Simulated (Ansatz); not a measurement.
Predict the output of the script below (Ansatz 0.2.0 through its Python package).

The script, `cl2h2si_composite.py`:
```python
"""A composite energy for Cl2H2Si: DFT geometry, MP2 basis limit, coupled-cluster correction."""

import itertools

import ansatz as az
from ase.data import atomic_numbers, covalent_radii
import numpy as np


def main() -> None:
    mol = (
        az.Crystal.molecule()
        .atom("Cl", (-1.0565, -0.3601, 1.5881))
        .atom("Si", (0.1366, -0.0799, -0.027))
        .atom("Cl", (-0.8457, 1.2151, -1.3052))
        .atom("H", (0.3979, -1.3744, -0.7084))
        .atom("H", (1.4177, 0.5255, 0.4111))
    )

    model = mol.calculation().basis(gaussian="def2-SVP").functional("B3LYP")
    symbols = [site.symbol for site in mol.cartesian_sites]
    start = np.array([site.position_ang for site in mol.cartesian_sites], dtype=float)
    r = model.relax(force_tolerance=0.01, max_steps=100).run().report
    end = np.array(r["positions_ang"])
    # pairs closer than 1.2 times the sum of covalent radii, before or after
    radius = [covalent_radii[atomic_numbers[s]] for s in symbols]
    span = lambda where, i, j: np.linalg.norm(where[i] - where[j])
    bonded = [(i, j) for i, j in itertools.combinations(range(len(symbols)), 2) if min(span(start, i, j), span(end, i, j)) < 1.2 * (radius[i] + radius[j])]
    print("pair        before    after (A)")
    for i, j in bonded:
        print(f"{symbols[i]}{i}-{symbols[j]}{j}".ljust(10), f"{span(start, i, j):8.4f} {span(end, i, j):8.4f}")
    for first, second in list(itertools.combinations(bonded, 2)):
        shared = set(first) & set(second)
        if shared and symbols[(j := shared.pop())] != "H":
            i, k = sorted((set(first) | set(second)) - {j})
            u, v = end[i] - end[j], end[k] - end[j]
            angle = np.degrees(np.arccos(np.clip(u @ v / np.linalg.norm(u) / np.linalg.norm(v), -1, 1)))
            print(f"final angle {symbols[i]}{i}-{symbols[j]}{j}-{symbols[k]}{k}: {angle:.2f} deg")

    minimum = az.Crystal.molecule()
    for symbol, place in zip(symbols, end):
        minimum = minimum.atom(symbol, place.tolist())
    at_minimum = minimum.calculation()
    # MP2 extrapolated to the basis limit, plus the small-basis difference CCSD(T) - MP2
    level = lambda method, basis: at_minimum.basis(gaussian=basis).correlation(method).run().report
    small, large, cluster = level("mp2", "cc-pVDZ"), level("mp2", "cc-pVTZ"), level("ccsd_t", "cc-pVDZ")
    corr = lambda each: (each["free_energy_ev"] - each["reference_energy_ev"]) / 27.211386246
    mp2_limit = (27 * corr(large) - 8 * corr(small)) / 19
    pieces = {"HF / cc-pVTZ": large["reference_energy_ev"] / 27.211386246, "MP2 correlation, DZ-TZ limit": mp2_limit, "CCSD(T) - MP2 / cc-pVDZ": corr(cluster) - corr(small)}
    for name, value in pieces.items():
        print(f"{name:32s} {value:14.6f} Ha")
    print(f"{'sum':32s} {sum(pieces.values()):14.6f} Ha")
    print("T1 diagnostic", round(cluster["correlation"]["coupled_cluster"]["t1_diagnostic"], 4))


if __name__ == "__main__":
    main()
```

```console
$ python cl2h2si_composite.py
pair        before    after (A)
Cl0-Si1      2.0274   2.0677
Si1-Cl2      2.0678   2.0680
Si1-H3       1.4860   1.4813
Si1-H4       1.4831   1.4812
final angle Cl0-Si1-Cl2: 110.34 deg
final angle Cl0-Si1-H3: 108.58 deg
final angle Cl0-Si1-H4: 108.57 deg
final angle Cl2-Si1-H3: 108.53 deg
final angle Cl2-Si1-H4: 108.53 deg
final angle H3-Si1-H4: 112.30 deg
HF / cc-pVTZ                       -1209.255250 Ha
MP2 correlation, DZ-TZ limit          -0.552611 Ha
CCSD(T) - MP2 / cc-pVDZ               -0.047264 Ha
sum                                -1209.855124 Ha
T1 diagnostic 0.0087
```

Caveats:
- Total energies depend on the basis set; only differences at equal settings carry meaning.
- The sum leaves out core correlation, relativity, the Hartree-Fock basis error and zero-point energy; a DZ-TZ extrapolation is rough.
- b3lyp holds the VWN-RPA fit, as in Gaussian; the form of ORCA and Turbomole is b3lyp5.
- Inner cores stay frozen, so this is valence correlation.
- For Al to Cl the sets with a tight d function, cc-pV(X+d)Z, are usual.
- An extrapolation from small basis sets is rough.
- Run time: 12 s on 1 thread of Arm Neoverse V2 (shared host), peak memory 0.28 GiB.
